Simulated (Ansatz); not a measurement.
Relaxation of CH7Si (9 atoms, charge 0, multiplicity 2), to a largest force component of 0.03 eV/Å in at most 50 steps.

Level of theory: UKS revPBE-D4/def2-mTZVP (Ansatz).

```xyz
9
Properties=species:S:1:pos:R:3
H 0.213 0.030 0.123
Si 1.493 0.248 0.772
C -1.869 -0.310 -0.967
H 1.493 1.575 1.469
H 1.746 -0.833 1.780
H 2.592 0.231 -0.247
H -1.700 -1.384 -1.011
H -1.568 0.322 -1.799
H -2.400 0.121 -0.121
```

Q: Where does it end, and by what steps?

A: The run converged. The force dipped under the threshold on the way, but the program's further checks kept it going. After 8 steps the energy has fallen by 0.049 eV; C3 moved furthest, 0.36 Å.

| step | energy less start (eV) | largest force component (eV/Å) | accepted |
| --- | --- | --- | --- |
| 0 | 0.0000 | 0.853 | yes |
| 1 | 0.0048 | 0.495 | no |
| 2 | -0.0331 | 0.256 | yes |
| 3 | -0.0354 | 0.189 | yes |
| 4 | -0.0465 | 0.027 | yes |
| 5 | -0.0480 | 0.038 | yes |
| 6 | -0.0488 | 0.047 | yes |
| 7 | -0.0488 | 0.078 | no |
| 8 | -0.0491 | 0.012 | yes |

```xyz
9
Properties=species:S:1:pos:R:3
H 0.425 0.063 0.235
Si 1.746 0.289 0.903
C -2.185 -0.362 -1.130
H 1.739 1.617 1.597
H 1.995 -0.793 1.908
H 2.838 0.273 -0.122
H -1.996 -1.433 -1.163
H -1.860 0.273 -1.951
H -2.703 0.073 -0.277
```

Whether the end is a true minimum wasn't checked by a vibrational analysis.

Run time: 12 s on 2 threads of Arm Neoverse V1, with other jobs on the host, peak memory 0.12 GiB.
